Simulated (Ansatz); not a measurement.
Compare A (`C=NCC`) with its isomer B (`C/C=N/C`).

Computed with Ansatz on PBE0-D4/def2-TZVP structures; ΔE is electronic, products minus reactants. CCSD(T)/CBS is the MP2 limit (def2-TZVPP, def2-QZVPP) plus CCSD(T) − MP2 in def2-TZVPP, frozen cores. Functionals use def2-TZVPP. B3LYP here is the variant with VWN-RPA as its local correlation; programs differ in this. One conformer a species, not always the lowest.

(1) Which is lower in electronic energy at CCSD(T)/CBS, and by how much? (Estimate.)

(2) Give E(B) − E(A) in kJ/mol with HF/def2-TZVPP, LDA (SPW92), PBE-D4, r2SCAN-D4, ωB97M-V, CCSD/def2-TZVPP, B3LYP. (Estimate.)

(3) Does the order hold for the free energy at 298.15 K (harmonic terms from PBE0-D4)? (An estimate is asked.)

Largest T1 diagnostic: 0.011.

## Answers

(1) The calculation gave: B, by 16.1 kJ/mol.

(2) Computed: HF/def2-TZVPP -17.6, LDA (SPW92) -24.4, PBE-D4 -21.7, r2SCAN-D4 -21.5, ωB97M-V -18.2, CCSD/def2-TZVPP -15.8, B3LYP -20.7. None reverses the order clearly.

(3) The calculation gave: Yes: G(B) − G(A) = -17.8 kJ/mol, for one conformer each.

Leaving LDA and LC-ωPBE aside and taking each functional with its dispersion term where it has one, the values spread over 3.5 kJ/mol, from PBE-D4 to ωB97M-V.
